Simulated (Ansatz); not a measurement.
# BSiHF (quartet): the correlation ladder, def2-TZVPP

One table from this session's results is given with a row withheld; the runs are named, their logs left out.

Method: def2-TZVPP, core rule «outside noble gas», up to 7 orbitals frozen; program: Ansatz 0.2.0, Gaussian basis.

Plan: UHF; ROHF; CCSD(T) on UHF.

### What is computed

The geometry is a PBE0/def2-TZVP stationary point (not a proven minimum).

4 atoms, charge 0, spin multiplicity 4.

Atoms are counted from 1 here; the program's logs count them from 0.

Bond lengths: B1–Si2 1.844 Å, Si2–F3 1.594 Å, Si2–H4 1.480 Å. Angles: B1–Si2–F3 125.8°, B1–Si2–H4 130.2°, F3–Si2–H4 104.0°.

The first run:

File in.yaml:

```yaml
crystal:
  periodic: [false, false, false]
  atoms:
    - {symbol: B, position_ang: [0.000000, -0.501036, 1.797314]}
    - {symbol: Si, position_ang: [0.000000, 0.361580, 0.166961]}
    - {symbol: F, position_ang: [0.000000, -0.345292, -1.261620]}
    - {symbol: H, position_ang: [0.000000, 1.807190, -0.149981]}
basis:
  gaussian: {orbitals: def2-TZVPP}
magnetization: {spin_polarized: true, initial_magnetization: 3}
hamiltonian: {xc: hf}
output: {orbitals: {seedname: orbitals}}
```

The run is started by

```console
$ ansatz run in.yaml --threads 1 --pin off --events-out ev --progress --plain --max-ram 4096MiB --backend cpu
```

Steps of the session up to this table: UHF; ROHF; CCSD(T) on UHF.

One table of the session follows, with a row left open; its other results are not shown here.

It belongs to the step «Misses and costs». 

```
  method  from UCCSD(T) (kJ/mol)
    ROHF                 +1145.1
     UHF                       ?
    UMP2                   +99.8
   UCCSD                   +38.1
UCCSD(T)                       0
```

**Question.** Estimate the row for UHF.

**Answer.** from UCCSD(T) (kJ/mol): +1140.7. In the column «from UCCSD(T) (kJ/mol)» it lies between UMP2 (+99.8) and ROHF (+1145.1).

With the free atoms at the same levels and basis (separate runs), the atomisation energy is 10.660 eV at UCCSD(T), 8.819 eV at ROHF.
